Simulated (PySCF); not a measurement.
AlN, triplet: reading a ladder of total energies

Geometry: that of the AlN, singlet, kept fixed.

```xyz
2

Al    0.0000    0.0000    0.0000
N     0.0000    0.0000    1.6681
```

Basis 6-31G; PySCF 2.14.0. Correlated methods freeze the noble-gas cores, which leaves 8 electrons in 16 orbitals. R marks a restricted (for open shells ROHF) determinant, U an unrestricted one.

Full CI is exact within this basis and frozen core; it isn't the basis-set limit. The frozen core follows each run's orbitals, which can shift R against U totals by a few meV.

UCCSD has a T1 diagnostic of 0.077 and a largest doubles amplitude of 0.10.

The cluster runs stand on a determinant 0.05 eV above the lowest UHF solution, chosen by a search with trial CCSD; the correlation energy below is counted from it.

Restricted and unrestricted runs freeze slightly different cores, so the step to full CI, which has another core, is uncertain by up to 0.1 kcal/mol.

| level | total energy (hartree) |
| --- | --- |
| UHF determinant under the cluster runs | -296.210839 |
| UMP2 | -296.298036 |
| UCCSD | -296.328509 |
| UCCSD(T) | -296.332078 |
| UCCSDT | -296.333568 |
| full CI | -296.334238 |

Q: What is the correlation energy at full CI, and what share of it do UMP2 and UCCSD(T) recover?

A: E(corr) = -296.334238 − (-296.210839) = -0.123399 hartree = -3.358 eV. UMP2: -0.087197 / -0.123399 = 70.66 %. UCCSD(T): -0.121239 / -0.123399 = 98.25 %.

Q: By how many kcal/mol does UCCSD(T) miss full CI (1 hartree = 627.509 kcal/mol), and which steps make up the rest?

A: -296.332078 − (-296.334238) = 0.002160 hartree = 1.36 kcal/mol. Steps: UCCSDT − UCCSD(T) = -0.93, full CI − UCCSDT = -0.42 kcal/mol. Differences between like states or geometries often cancel part of this.
